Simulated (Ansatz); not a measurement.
## Ansatz (development build ahead of 0.2.0) run

```yaml
crystal:
  periodic: [false, false, false]
  atoms:
    - { symbol: C, position_ang: [0.0, 0.0, -1.2058] }
    - { symbol: S, position_ang: [0.0, 0.0, 0.45218] }
basis:
  gaussian: { orbitals: cc-pVDZ }
hamiltonian:
  xc: hf
```

The input is written out in the form of the current development build from the run's settings.

The run gave:

* Converged: yes
* Total energy: -435.31301 hartree
* Spin squared of the determinant: 0.000
